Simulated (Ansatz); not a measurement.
Geometry optimisation, RKS BLYP/def2-SVP in Ansatz 0.2.0.

input.yaml

```yaml
crystal:
  periodic: [false, false, false]
  atoms:
    - { symbol: Al, position_ang: [0.0, 0.0, 0.0] }
    - { symbol: H, position_ang: [1.0658, 0.0, 1.4006] }
    - { symbol: O, position_ang: [1.9504, 0.0, 0.3409] }
    - { symbol: H, position_ang: [2.2503, -0.9519, 0.186] }
    - { symbol: H, position_ang: [-1.351, 0.0, -0.78] }
basis:
  gaussian: { orbitals: def2-SVP }
hamiltonian:
  xc: blyp
relax:
  f_tol: 0.15
  max_steps: 25
  restrain:
    - { distance: [1, 2], at: 1.01, k: 30.0 }
    - { distance: [0, 1], at: 2.76, k: 30.0 }
    - { distance: [0, 2], at: 2.98, k: 30.0 }
output:
  orbitals: {}
```

Run as:

```bash
$ ansatz run input.yaml --threads 1 --pin off --max-ram 2048MiB --backend cpu --events-out ev --progress --plain --runs-dir out
```

Task: Where does it end, and by what steps?

Result: The run converged. The restraints hold the end off the free minimum. After 10 steps the energy has fallen by 1.393 eV (the restraints' own energy left out); Al1 moved furthest, 1.04 Å. Parted: Al1–O3 (1.98 → 2.97 Å). Joined: H2–O3 (1.38 → 0.99 Å).

```
step  energy less start (eV)  largest force component (eV/Å)  accepted
   0                  0.0000                           2.542       yes
   1                  0.8770                           4.417       yes
   2                  1.3854                           7.133       yes
   3                  0.3783                           6.369       yes
   4                 -0.7498                           2.101       yes
   5                 -1.1368                           0.629       yes
   6                 -1.2371                           0.521       yes
   7                 -1.2687                           1.716       yes
   8                 -1.3586                           0.524       yes
   9                 -1.3885                           0.412       yes
  10                 -1.3926                           0.522       yes
```

```xyz
5
Properties=species:S:1:pos:R:3
Al -0.946 -0.206 0.367
H 1.634 -0.055 1.347
O 2.012 0.034 0.432
H 2.349 -0.870 0.259
H -1.134 0.145 -1.257
```

Run time: 8.7 s on 1 thread of Arm Neoverse V2 (shared host), peak memory 0.098 GiB.
